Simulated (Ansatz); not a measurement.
Reaction (SMILES): FCF + 2 [H][H] (H2) → C (CH4) + 2 F (HF)
B3LYP-D3(BJ)/def2-TZVP geometries, fixed; electronic energies without zero-point terms.

Energies in hartree at PBE with Ansatz (a quantum-chemistry and plane-wave program); the energy of full hydrogenation is their sum with the coefficients shown, times 627.509 kcal/mol a hartree. All functions are spherical. The program fits the integrals of some runs and decomposes those of others, by size. No added dispersion term, no relativity.

```tsv
species	coefficient	part	cc-pVDZ	cc-pVTZ	cc-pVQZ
FCF	-1	PBE	-238.74634	-238.83673	-238.86023
[H][H] (H2)	-2	PBE	-1.16000	-1.16612	-1.16657
C (CH4)	+1	PBE	-40.44301	-40.46329	-40.46664
F (HF)	+2	PBE	-100.33540	-100.38378	-100.39660
```

Problem. Predict the energy of full hydrogenation in cc-pV5Z (X = 5): let each PBE step shrink by the ratio of the last two. Compare with the run.

Solution. 
- FCF: steps -0.09039 and -0.02350, ratio 0.260, so PBE -238.86634 (run: -238.86811).
- [H][H] (H2): steps -0.00612 and -0.00045, ratio 0.074, so PBE -1.16660 (run: -1.16670).
- C (CH4): steps -0.02028 and -0.00335, ratio 0.165, so PBE -40.46719 (run: -40.46786).
- F (HF): steps -0.04838 and -0.01282, ratio 0.265, so PBE -100.40000 (run: -100.40145).
Predicted -42.45 kcal/mol; the run in cc-pV5Z gives -43.46, a miss of 1.00. Keeping the value in cc-pVQZ, -41.71, would miss by 1.74. All sums are of the energies as printed.
